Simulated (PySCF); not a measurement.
C₄H₇F.
Numbering: `[CH3:1]/[CH:2]=[CH:3]\[CH2:4][F:5]` (hydrogens: H6, H7, H8 on C1; H9 on C2; H10 on C3; H11, H12 on C4)

Torsions of this conformer, `[CH3:1]/[CH:2]=[CH:3]\[CH2:4][F:5]`: C2–C3–C4–F5 -135°.

The closed-shell ground state was solved at several levels (PySCF, density fitting, gas phase, non-relativistic). The structure is a single PBE0-D3(BJ)/def2-SVP conformer in the gas phase; no vibrational or solvent corrections.

```tsv
level	basis functions	HOMO (eV)	LUMO (eV)	gap (eV)	dipole (D)
PBE0/pcSseg-2	278	-7.44	0.03	7.47	2.23
PBE0/pcSseg-1	120	-7.44	0.14	7.58	2.25
B3LYP/pcJ-1	205	-7.21	-0.08	7.13	2.22
```

(1) Estimate the row for CAM-B3LYP/def2-SVPD, a basis of 159 functions; the other rows only guide the guess.

(2) Over all these levels, which gives the widest orbital gap and which the narrowest?

(3) How far do the dipole and the HOMO energy spread over the levels?

Results:

(1) HOMO -8.82 eV, LUMO 1.14 eV, gap 9.96 eV, dipole 2.33 D.

(2) CAM-B3LYP/def2-SVPD (range-separated hybrid) has the widest, 9.96 eV, and B3LYP/pcJ-1 (global hybrid, 20 % exact exchange) the narrowest, 7.13 eV. Functional and basis both differ between the two, so the spread mixes both effects.

(3) The dipole runs from 2.22 to 2.33 D (mean 2.26 D) and the HOMO from -8.82 to -7.21 eV.
